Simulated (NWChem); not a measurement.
Species: C3H4, triplet; SMILES of the neutral closed-shell parent C#CC

```xyz
7

C      0.0801    -1.1455     0.0000
C     -0.4808     0.2129     0.0000
C      0.0970     1.4136     0.0000
H     -0.2369    -1.7096    -0.8926
H     -0.2369    -1.7096     0.8926
H      1.1884    -1.1064     0.0000
H      1.1747     1.6557     0.0000
```
Atoms are numbered in this order, from 1.

Level: PBE0/def2-SVP, spin-unrestricted (NWChem), optimised geometry, unscaled harmonic frequencies. In the optimisation the excess spin sits in a' (Cs, its own frame). The spin multiplicity was typed, not searched, and may not be the lowest.

Question: List the harmonic frequencies with IR intensities, and the thermochemistry.

Answer: 
| frequency (cm⁻¹) | IR intensity (km/mol) |
|---|---|
| 212 | 4.0 |
| 365 | 0.3 |
| 625 | 10.8 |
| 887 | 13.6 |
| 978 | 20.8 |
| 987 | 0.8 |
| 1070 | 8.7 |
| 1351 | 10.4 |
| 1408 | 13.3 |
| 1429 | 10.6 |
| 1758 | 23.5 |
| 2995 | 4.6 |
| 3086 | 18.5 |
| 3101 | 4.2 |
| 3137 | 1.1 |

```yaml
zero_point_energy: 33.4 kcal/mol
thermal correction to the enthalpy at 298.15 K (with zero-point energy): 36.6 kcal/mol
heat capacity Cv: 12.3 cal/(mol K)
"entropy at 298.15 K and 1 atm (symmetry number 1, electronic part: spin degeneracy alone)": 64.7 cal/(mol K)
dipole_moment: 1.77 D
```

Rigid rotor and harmonic oscillator.
